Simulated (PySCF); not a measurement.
Compound: C3H2NS (charge -1).
Cartesian coordinates in Å at the PBE0-D3(BJ)/def2-SVP level; atoms count from 1:
```
atom  x, y, z in Å
C1    -0.882   -0.484    0.371
C2     0.051    0.453    0.023
S3     0.028    2.158    0.256
C4     1.238   -0.056   -0.636
N5     2.196   -0.451   -1.167
H6    -1.800   -0.165    0.872
H7    -0.732   -1.547    0.158
```

All values: PBE0/pcSseg-1 (PySCF, non-relativistic), on one gas-phase PBE0-D3(BJ)/def2-SVP geometry that isn't relaxed in the solvent. The solvent is an IEF-PCM continuum (van der Waals radii × 1.2). The model holds no explicit solvent molecules, cavitation or dispersion.

```
run  E − E(gas) (kcal/mol)  HOMO (eV)  HOMO–LUMO gap (eV)
gas                   0.00      -0.75                4.43
  P                 -56.06      -5.32                4.65
  Q                 -56.48      -5.36                4.66
```

The runs were made in acetonitrile and dimethylsulfoxide. Which run belongs to which solvent?

P = acetonitrile, Q = dimethylsulfoxide. The dielectric constants are 35.69 (acetonitrile), 46.83 (dimethylsulfoxide), and the energy falls further as ε rises. In this model the ground state sees the solvent through ε alone.

How constant is the ratio of the lowering to 1 − 1/ε?

```
          solvent  1 − 1/ε  E − E(gas) (kcal/mol)  ratio (kcal/mol)  polarisation term (kcal/mol)
     acetonitrile    0.972                 -56.06             -57.7                        -58.30
dimethylsulfoxide    0.979                 -56.48             -57.7                        -58.78
```

The ratio changes by +0.1 % in size from acetonitrile to dimethylsulfoxide. The polarisation term is half the interaction of the solute with the induced surface charges.

Hardware: Arm Neoverse V1, one thread, no GPU (shared host). Cost: 4.3 s, 0.48 GiB resident at most. This is the whole shielding run at PBE0/pcSseg-1 in dimethylsulfoxide, SCF included.
